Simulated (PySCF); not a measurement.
# How the method changes the constants of SiS

State: ¹Σ⁺ (singlet), closed shell. Set-up: Si x2c-TZVPPall, S x2c-TZVPPall; spin-free X2C with a Gaussian nucleus (PySCF 2.14). De refers to Si + S in their high-spin ground configurations, without counterpoise correction. A positive dipole means Si(−)S(+).

```tsv
Level	Re (Å)	ωe (cm⁻¹)	De (eV)	μ (D)	CPU s a point (SCF and correlation, without the integrals)
RHF	1.910	818	3.89	-2.16	0.26
RHF-MP2	1.940	753	6.27	n/a	0.36
RHF-SCS-MP2	1.939	756	6.15	n/a	n/a
RHF-CCSD	1.932	772	5.73	n/a	n/a
RHF-CCSD(T)	1.944	743	6.02	n/a	2.6
PBE	1.951	724	6.47	-1.56	0.75
BP86	1.952	720	6.48	-1.61	0.8
r²SCAN	1.937	751	6.30	-1.58	1
r²SCANh	1.931	762	6.19	-1.64	1.2
PBE0	1.930	765	6.18	-1.71	1.7
B97-3	1.934	760	6.40	-1.79	0.93
HSE06	1.930	762	6.17	-1.72	1.3
B2PLYP	1.940	740	6.21	-2.04	0.94
```

Task: Which functional lies closest to RHF-CCSD(T) in De, which farthest, and by how much do they differ from it?

Result: Closest is HSE06 (-1.4 pm in Re, +2.6 % in ωe, +0.15 eV in De against RHF-CCSD(T) in the same basis), farthest BP86 (+0.8 pm in Re, -3.1 % in ωe, +0.46 eV in De). CCSD(T) converges more slowly with the basis than the functionals do and binds too weakly in this one, so the order can change at the basis-set limit.

Task: What does a quarter of exact exchange do here, going from PBE to PBE0?

Result: PBE0 less PBE: -2.1 pm in Re, +5.7 % in ωe, -0.29 eV in De. Exact exchange removes part of the self-interaction that spreads semilocal densities, and in most molecules shortens and stiffens the bond and lowers De; so it does here.

Task: What does the step from GGA to meta-GGA do here, going from PBE to r²SCAN?

Result: r²SCAN less PBE: -1.4 pm in Re, +3.7 % in ωe, -0.17 eV in De. 

Measured (Huber and Herzberg, Constants of Diatomic Molecules (1979)): Re = 1.929321 Å, ωe = 749.64 cm⁻¹.

Correlated steps freeze 10 core orbitals. Where the molecule has an RHF reference, its open-shell atoms are computed with UHF. B2PLYP dipoles, levels and charges come from its SCF part alone. The CCSD T1 diagnostic is raised, a sign that a single reference may not be enough here.

The whole job (state search and all levels along the bond) took about 3 min on 1 thread of Intel Xeon 6975P-C (shared host), peak memory 1.6 GiB.
